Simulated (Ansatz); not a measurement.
# bcc Na

Computed with PBEsol (PAW; Ansatz, a first-principles code).

Numerical settings: plane-wave cutoff 520 eV, 22×22×22 k mesh, Fermi–Dirac smearing 0.092 eV (set by the program), scalar-relativistic PAW data made under PBE.

Cell: measured lattice: a = b = c = 4.287 Å, α = β = γ = 90.00°.

For bcc Na, the elastic constant C11 is 6.65 GPa. The elastic constant C12 is 5.30 GPa, the elastic constant C44 comes out as 5.59 GPa and the voigt–Reuss–Hill bulk modulus is 5.75 GPa. The polycrystal shear modulus (Hill average) is 2.53 GPa and the Young modulus comes out as 6.6 GPa. The Poisson ratio comes out as 0.308.

Measured, for comparison: elastic constant C11 8.2 GPa, elastic constant C12 6.7 GPa, elastic constant C44 5.53 GPa (temperature not stated, not corrected to a static lattice; as tabulated in arXiv:1601.06701). Computed (rounded) less measured: elastic constant C11 -19 %, elastic constant C12 -21 %, elastic constant C44 +1 %. A static lattice is as a rule a little smaller and stiffer than an uncorrected measurement, which narrows the difference in the elastic constant C44 and would widen misses of the other sign.

Note: the cell isn't this level's own, so it is under some stress, which shifts stiffness and frequencies.

Elastic constants are with the ions relaxed.

Cost on a shared machine: very roughly 3 core-minutes.
